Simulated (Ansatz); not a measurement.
## Basis-set limit of B$_{2}$H$_{2}$, triplet

```xyz
4

B     0.0000    0.0000    0.6756
B     0.0000    0.0000   -0.9095
H     0.0000    1.0479    1.2540
H     0.0000   -1.0479    1.2540
```

Connectivity, by distances: BH2–B.

Ansatz 0.2.0, UHF determinant, valence electrons correlated. Energies in eV.

```csv
set,X,functions,Hartree–Fock,MP2 correlation,CCSD(T) correlation,time
def2-TZVPP,3,90,-1371.5385,-4.0389,-5.0369,"2.9 s on 1 × NVIDIA H100 80GB HBM3 with 1 thread of AMD EPYC 7R13 Processor (Zen 3), on a shared host"
def2-QZVPP,4,174,-1371.5992,-4.3125,-5.2566,"3.8 s on 1 × NVIDIA H100 80GB HBM3 with 1 thread of AMD EPYC 7R13 Processor (Zen 3), with other jobs on the host"
```

Hartree–Fock is taken to follow E(X) = E∞ + A·exp(−7.88·√X), correlation E(X) = E∞ + B·X^−2.97.

Cautions: lower spins were not checked.

**Question.** Work out the CCSD(T) energy at the limit, and how far the shortcut misses it that extrapolates MP2 and adds CCSD(T) minus MP2 from the smaller set.

**Answer.** Hartree–Fock: E∞ = E4 + 0.1377·(E4 − E3) = -1371.6075. Correlation: E∞ = E4 + 0.7407·(E4 − E3) = -5.4193 for CCSD(T) and -4.5152 for MP2. The limit is -1377.0268 eV, 0.171 eV below def2-QZVPP. The shortcut gives a correlation energy of -4.5152 + (-0.9979) = -5.5131, 94 meV lower than the direct value.
